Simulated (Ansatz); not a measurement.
Input:

```yaml
crystal:
  periodic: [false, false, false]
  atoms:
    - { symbol: C, position_ang: [-1.059149, 0.322453, 0.020783] }
    - { symbol: "N", position_ang: [0.33391, 0.578898, -0.273712] }
    - { symbol: C, position_ang: [1.222718, -0.279279, -0.075713] }
    - { symbol: F, position_ang: [1.036414, -1.522513, 0.420411] }
    - { symbol: Cl, position_ang: [2.903303, -0.016355, -0.413577] }
    - { symbol: H, position_ang: [-1.42517, 1.094259, 0.729744] }
    - { symbol: H, position_ang: [-1.26718, -0.683656, 0.445178] }
    - { symbol: H, position_ang: [-1.652746, 0.449093, -0.908814] }
basis:
  gaussian: { orbitals: def2-SVP }
hamiltonian:
  xc: pbe
neb:
  order_check: false
  images: 3
  f_tol: 0.03
  max_iterations: 60
  initial_path: idpp
  climbing: true
  final_atoms:
    - { symbol: C, position_ang: [-1.03372806, 0.33796542, -0.01902345] }
    - { symbol: "N", position_ang: [-0.00275419, -0.41567461, 0.64227058] }
    - { symbol: C, position_ang: [1.16843047, -0.52664706, 0.22266378] }
    - { symbol: F, position_ang: [2.08803042, -1.23644716, 0.86894308] }
    - { symbol: Cl, position_ang: [1.88175731, 0.17453609, -1.23876339] }
    - { symbol: H, position_ang: [-1.42186134, 1.11292974, 0.67535086] }
    - { symbol: H, position_ang: [-1.88799286, -0.33400666, -0.24712829] }
    - { symbol: H, position_ang: [-0.69978176, 0.83024423, -0.96001316] }
```

Launched with:

```bash
$ ansatz run input.yaml --threads 1 --pin off --max-ram 2048MiB --backend cpu --events-out ev --progress --plain --runs-dir out
```

Hardware: 1 thread of AMD EPYC 7R43 64-Core Processor (Zen 3) (shared host).

Q: Roughly how long does this run take, and how much memory?

A: 2.5 min, with a peak of 0.13 GiB, for 13 band iterations.
